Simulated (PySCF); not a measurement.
Gas-phase reaction: 4 AlCl + 2 O + Al2H6 ⇌ 2 AlCl2OH + 4 AlH

Method: PySCF energies plus ideal-gas RRHO corrections (1 bar). † marks an energy on the PBE0/def2-TZVP geometry and frequencies; other levels use their own. 6-31G* has spherical d functions here. Open shells (unrestricted): O (multiplicity 3); the rest are closed-shell singlets. Spin-orbit splitting is ignored; it lowers the true energy and changes the entropy of O. B3LYP is the form with VWN-RPA correlation. Al2H6, AlCl2OH: computed as isolated molecules; such fragments, hydroxides, amides, oligomers or adducts are transient or little studied in the gas.

ωB97X-V/def2-TZVP† gives ΔH°(298 K) = -820 kJ.

Problem. What do B3LYP/6-31G*, HF/def2-TZVP†, PBE/def2-SVP give?

Solution. B3LYP/6-31G*: -742 kJ; HF/def2-TZVP†: -444 kJ; PBE/def2-SVP: -831 kJ. For scale, ΔH°(298 K) is -820 kJ at this level, -817 kJ at ωB97M-V/def2-TZVP†, and runs from -1005 to -374 kJ over the 19 levels computed.
